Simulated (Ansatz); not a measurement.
System: Si₂ (charge 0, triplet). 
Geometry from a B3LYP-D3(BJ)/def2-TZVP (Ansatz, a quantum-chemistry and plane-wave program) optimisation:
```xyz
2

Si     0.0000     0.0000    -1.1339
Si     0.0000     0.0000     1.1339
```
Charge 0, spin multiplicity 3.

Basis-set convergence of Hartree-Fock and CCSD(T) correlation energies (hartree) with Ansatz. Valence correlation only, unless marked. UHF or UKS for open shells. No spin-orbit coupling. Non-relativistic.

```
basis       functions       E(HF)  E(corr, CCSD(T))
----------  ---------  ----------  ----------------
def2-SVP           36  -577.56701          -0.16494
def2-TZVPP         84  -577.76737          -0.20073
def2-QZVPP        140  -577.78396          -0.21048
```

Extrapolating the two largest sets (X = 3 and 4) as X^-3: E(corr) = (64·(-0.21048) - 27·(-0.20073))/37 = -0.2176 Eh, an estimate of the basis-set limit. The largest set recovers 96.7 % of it, the smallest 75.8 %.
